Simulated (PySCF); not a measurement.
Species: C5H8N (doublet state).
Geometry (GFN2-xTB, Å), atoms numbered from 1 in this order:
```
atom  x, y, z in Å
C1     3.2962    0.4244    0.1876
N2     2.0626    0.7026    0.3810
C3     1.0599   -0.1559    0.4716
C4    -0.2669    0.2799    0.3110
C5    -1.3500   -0.5217    0.4288
C6    -2.7514   -0.0665    0.2440
H7     3.6577   -0.5552   -0.1258
H8     4.0176    1.2174    0.2964
H9     1.2440   -1.2008    0.7312
H10   -0.3996    1.3250    0.0641
H11   -1.2157   -1.5674    0.6732
H12   -3.2285   -0.6254   -0.5630
H13   -2.7930    0.9942    0.0093
H14   -3.3335   -0.2509    1.1484
```

The hyperfine couplings belong to this conformer and change with its torsions.

As a line formula: `C=N/C=C/[CH]C` [radical].

Method: UKS B3LYP, pcH-1 on C H N, non-relativistic, mean-field spin-orbit, GIAO (PySCF 2.14.0). One conformer (not necessarily the lowest) at the GFN2-xTB geometry, without solvent, vibrations or thermal averaging. The geometry wasn't refined by DFT: couplings that depend on bond lengths, twists or pyramidal angles can differ widely from those at the functional's own minimum. The frame is twisted about the N2–C3 bond at this geometry (dihedral C1–N2–C3–H9 = 22°); couplings at other torsion angles weren't computed. No stability test was run, so a lower SCF solution isn't excluded. ⟨S²⟩ is 0.783 where a pure state has 0.75.

Principal values of hyperfine tensors in MHz (contact and dipolar terms together), for some of the nuclei:

| atom | isotope | A1 | A2 | A3 |
| --- | --- | --- | --- | --- |
| C3 | 13C | 12.32 | 13.16 | 136.89 |
| H12 | 1H | 49.26 | 50.09 | 55.83 |
| C1 | 13C | 13.74 | 15.91 | 124.02 |
| H14 | 1H | 45.51 | 46.23 | 52.09 |
| C5 | 13C | 2.73 | 3.90 | 105.63 |
| H8 | 1H | -47.85 | -31.67 | -11.23 |
| H9 | 1H | -43.16 | -30.87 | -10.57 |
| H11 | 1H | -39.63 | -27.97 | -11.06 |

(1) Give the isotropic coupling of each nucleus in MHz and in mT (g = 2.0024), and the anisotropic part.

(2) What spin density at the nucleus of C3 lies behind its contact coupling (g_N = 1.40482)?

(3) C4 (13C, g_N = 1.40482) isn't in the table. Its spin density at the nucleus is -0.03116 bohr⁻³. What is its contact coupling?

(4) Which nucleus of the table has the largest anisotropic coupling, and what is its form?

(5) What first-order splitting does H12 cause when the field lies along A1, A2 or A3 of its tensor (g taken as isotropic, no quadrupole term)?

Answers

(1) a_iso is a third of the trace, T = A − a_iso, and a(mT) = a(MHz)/(g × 13.996).

```json
{"atom": "C3", "a_iso (MHz)": "54.12", "a_iso (mT)": "1.931", "T1": "-41.80", "T2": "-40.96", "T3": "82.76"}
{"atom": "H12", "a_iso (MHz)": "51.73", "a_iso (mT)": "1.846", "T1": "-2.47", "T2": "-1.63", "T3": "4.10"}
{"atom": "C1", "a_iso (MHz)": "51.22", "a_iso (mT)": "1.828", "T1": "-37.49", "T2": "-35.31", "T3": "72.80"}
{"atom": "H14", "a_iso (MHz)": "47.94", "a_iso (mT)": "1.711", "T1": "-2.44", "T2": "-1.71", "T3": "4.15"}
{"atom": "C5", "a_iso (MHz)": "37.42", "a_iso (mT)": "1.335", "T1": "-34.69", "T2": "-33.52", "T3": "68.21"}
{"atom": "H8", "a_iso (MHz)": "-30.25", "a_iso (mT)": "-1.079", "T1": "-17.60", "T2": "-1.42", "T3": "19.02"}
{"atom": "H9", "a_iso (MHz)": "-28.20", "a_iso (mT)": "-1.006", "T1": "-14.96", "T2": "-2.67", "T3": "17.63"}
{"atom": "H11", "a_iso (MHz)": "-26.22", "a_iso (mT)": "-0.936", "T1": "-13.41", "T2": "-1.75", "T3": "15.16"}
```

(2) a_FC = (2μ0/3) gₑ μB g_N μN ρ(0)/(2S·h) = 800.24 MHz × g_N × ρ(0)/(2S), with ρ in bohr⁻³. With a_FC = 54.12 MHz and 2S = 1, ρ(0) = 0.04814 bohr⁻³.

(3) By the same relation, a_FC = -35.0 MHz. Its full tensor has the principal values -58.26, -25.55, -21.26 MHz.

(4) C3: -41.8, -41.0, 82.8 MHz, axial, in the ratio −1:−1:+2, the form that spin in one p orbital centred on that nucleus gives.

(5) 2 lines (I = 1/2), spaced by |A_i|/(g × 13.996): 1.76, 1.79, 1.99 mT along the axes of A1, A2 and A3.

Time: 52 s wall (with the writing of density and orbital grids); peak memory 0.86 GiB. Hardware: one thread of an Intel Xeon at 2.70 GHz, on a shared host.
